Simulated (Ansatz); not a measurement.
Gas-phase electronic energies from Ansatz, PBE0-D4/def2-TZVP geometries. CCSD(T)/CBS is the MP2 limit (def2-TZVPP, def2-QZVPP) plus CCSD(T) − MP2 in def2-TZVPP, frozen cores. This one scheme is used for every species. Functionals use def2-TZVPP. B3LYP here is the variant with VWN-RPA as its local correlation; programs differ in this. HSE06 is defined as in plane-wave codes.

Consider the ligand exchange at the Si–Cl bond: `[SiH]Cl` + CH₃SH → `CS[SiH]` + HCl.

```json
{"level": "LDA (SPW92)", "ΔE (kJ/mol)": "-19.1", "difference from CCSD(T)/CBS": "-15.3"}
{"level": "PBE-D4", "ΔE (kJ/mol)": "-13.4", "difference from CCSD(T)/CBS": "-9.6"}
{"level": "revPBE-D4", "ΔE (kJ/mol)": "-13.9", "difference from CCSD(T)/CBS": "-10.1"}
{"level": "BLYP-D4", "ΔE (kJ/mol)": "-6.0", "difference from CCSD(T)/CBS": "-2.2"}
{"level": "B97M-V", "ΔE (kJ/mol)": "-5.8", "difference from CCSD(T)/CBS": "-2.0"}
{"level": "PBE0-D4", "ΔE (kJ/mol)": "-9.0", "difference from CCSD(T)/CBS": "-5.2"}
{"level": "B3LYP-D4", "ΔE (kJ/mol)": "-2.8", "difference from CCSD(T)/CBS": "1.0"}
{"level": "r2SCANh-D4", "ΔE (kJ/mol)": "-9.2", "difference from CCSD(T)/CBS": "-5.4"}
{"level": "r2SCAN0-D4", "ΔE (kJ/mol)": "-7.0", "difference from CCSD(T)/CBS": "-3.2"}
{"level": "HSE06-D4", "ΔE (kJ/mol)": "-9.1", "difference from CCSD(T)/CBS": "-5.3"}
{"level": "BHLYP-D4", "ΔE (kJ/mol)": "2.5", "difference from CCSD(T)/CBS": "6.3"}
{"level": "CAM-B3LYP-D4", "ΔE (kJ/mol)": "1.7", "difference from CCSD(T)/CBS": "5.5"}
{"level": "ωB97X-V", "ΔE (kJ/mol)": "1.6", "difference from CCSD(T)/CBS": "5.4"}
{"level": "ωB97M-V", "ΔE (kJ/mol)": "1.7", "difference from CCSD(T)/CBS": "5.5"}
{"level": "B2PLYP", "ΔE (kJ/mol)": "-0.6", "difference from CCSD(T)/CBS": "3.2"}
{"level": "PBE-QIDH", "ΔE (kJ/mol)": "-5.6", "difference from CCSD(T)/CBS": "-1.8"}
{"level": "PBE", "ΔE (kJ/mol)": "-10.1", "difference from CCSD(T)/CBS": "-6.3"}
{"level": "revPBE", "ΔE (kJ/mol)": "-6.7", "difference from CCSD(T)/CBS": "-2.9"}
{"level": "BLYP", "ΔE (kJ/mol)": "0.8", "difference from CCSD(T)/CBS": "4.6"}
{"level": "PBE0", "ΔE (kJ/mol)": "-6.0", "difference from CCSD(T)/CBS": "-2.2"}
{"level": "B3LYP", "ΔE (kJ/mol)": "2.7", "difference from CCSD(T)/CBS": "6.5"}
{"level": "r2SCANh", "ΔE (kJ/mol)": "-8.3", "difference from CCSD(T)/CBS": "-4.5"}
{"level": "r2SCAN0", "ΔE (kJ/mol)": "-5.9", "difference from CCSD(T)/CBS": "-2.1"}
{"level": "HSE06", "ΔE (kJ/mol)": "-6.3", "difference from CCSD(T)/CBS": "-2.5"}
{"level": "BHLYP", "ΔE (kJ/mol)": "7.5", "difference from CCSD(T)/CBS": "11.3"}
{"level": "CAM-B3LYP", "ΔE (kJ/mol)": "4.8", "difference from CCSD(T)/CBS": "8.6"}
{"level": "LC-ωPBE", "ΔE (kJ/mol)": "0.2", "difference from CCSD(T)/CBS": "4.0"}
{"level": "RPA@PBE/def2-TZVPP", "ΔE (kJ/mol)": "0.3", "difference from CCSD(T)/CBS": "4.1"}
{"level": "HF/def2-SVP", "ΔE (kJ/mol)": "16.4", "difference from CCSD(T)/CBS": "20.2"}
{"level": "MP2/def2-SVP", "ΔE (kJ/mol)": "-7.3", "difference from CCSD(T)/CBS": "-3.5"}
{"level": "CCSD/def2-SVP", "ΔE (kJ/mol)": "0.2", "difference from CCSD(T)/CBS": "4.0"}
{"level": "CCSD(T)/def2-SVP", "ΔE (kJ/mol)": "-4.3", "difference from CCSD(T)/CBS": "-0.5"}
{"level": "SCS-MP2/def2-TZVPP", "ΔE (kJ/mol)": "-0.1", "difference from CCSD(T)/CBS": "3.7"}
{"level": "CCSD(T)/def2-TZVPP", "ΔE (kJ/mol)": "-3.5", "difference from CCSD(T)/CBS": "0.3"}
{"level": "HF/def2-QZVPP", "ΔE (kJ/mol)": "19.2", "difference from CCSD(T)/CBS": "23.0"}
{"level": "MP2/def2-QZVPP", "ΔE (kJ/mol)": "-6.3", "difference from CCSD(T)/CBS": "-2.5"}
{"level": "SCS-MP2/def2-QZVPP", "ΔE (kJ/mol)": "0.0", "difference from CCSD(T)/CBS": "3.8"}
{"level": "HF/CBS(def2)", "ΔE (kJ/mol)": "19.3", "difference from CCSD(T)/CBS": "23.1"}
{"level": "MP2/CBS(def2)", "ΔE (kJ/mol)": "-6.7", "difference from CCSD(T)/CBS": "-2.9"}
{"level": "CCSD/CBS(def2)", "ΔE (kJ/mol)": "1.4", "difference from CCSD(T)/CBS": "5.2"}
{"level": "CCSD(T)/CBS", "ΔE (kJ/mol)": "-3.8", "difference from CCSD(T)/CBS": "0"}
```

Largest T1 diagnostic among the species: 0.016.

Leaving LDA and LC-ωPBE aside and taking each functional with its dispersion term where it has one, the values spread over 16.4 kJ/mol, from revPBE-D4 to BHLYP-D4. LDA lies −9.0 kJ/mol from PBE without D4. From BLYP to BHLYP (50 % exact exchange), in def2-TZVPP and without D4, ΔE moves by +6.7 kJ/mol. The D4 term adds −5.4 kJ/mol with B3LYP and −2.9 kJ/mol with PBE0; it sums over pairs of atoms, weighted by their polarisabilities, and B3LYP, whose exchange is more repulsive, gets the larger term.
